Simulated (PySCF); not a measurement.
Caution: the highest occupied level lies above zero, so the state may not be bound.

B3LYP has the VWN-RPA correlation part, as in Gaussian. Delta-SCF ions had no search for a lower state. 

**C2H3, SMILES `[CH-]=C` (charge -1, multiplicity 1)**

These are B3LYP-D3(BJ)/def2-TZVPD (PySCF 2.14.0) values and carry that method's errors.

The HOMO is 1.20 eV, the vertical detachment energy (Delta-SCF) is 1.11 eV and the total energy is -77.9624 Ha. The cost is roughly 20 core-seconds.

Bond lengths (Å): C1–C2 1.350, C1–H3 1.114, C2–H4 1.110, C2–H5 1.099. Bond angles (°): C2–C1–H3 108.7, C1–C2–H4 126.2, C1–C2–H5 121.8, H4–C2–H5 111.9.
Charge -1, spin multiplicity 1.
